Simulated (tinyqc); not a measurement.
Harmonic frequencies on the B3LYP (VWN-RPA form)/sto-3g surface (energies and gradients from PySCF), for H2O, spin multiplicity 1, step by step. One step of it, computed by the program tinyqc.

Question. One row of the Hessian: 2Hy. Displace 2Hy by +/-0.01 bohr; H(k, :) = (g(+) - g(-)) / (2 delta).

optimised positions (bohr):
```
            x          y          z
1O   0.030435  -0.025449  -0.101105
2H  -0.042542   1.482207   1.119222
3H   0.002689  -1.426488   1.241991
```

gradient at +delta (hartree/bohr):
```
              x            y            z
1O   0.00011023  -0.00309526  -0.00151557
2H  -0.00013600   0.00343951   0.00200474
3H   0.00002473  -0.00034843  -0.00049010
```

gradient at -delta (hartree/bohr):
```
              x            y            z
1O  -0.00011721   0.00314922   0.00157703
2H   0.00014066  -0.00350478  -0.00207501
3H  -0.00002539   0.00035189   0.00049740
```

Give: row of the Hessian.

Answer.

row of the Hessian (hartree/bohr^2): 1Ox 0.011372, 1Oy -0.312224, 1Oz -0.154630, 2Hx -0.013833, 2Hy 0.347214, 2Hz 0.203988, 3Hx 0.002506, 3Hy -0.035016, 3Hz -0.049375
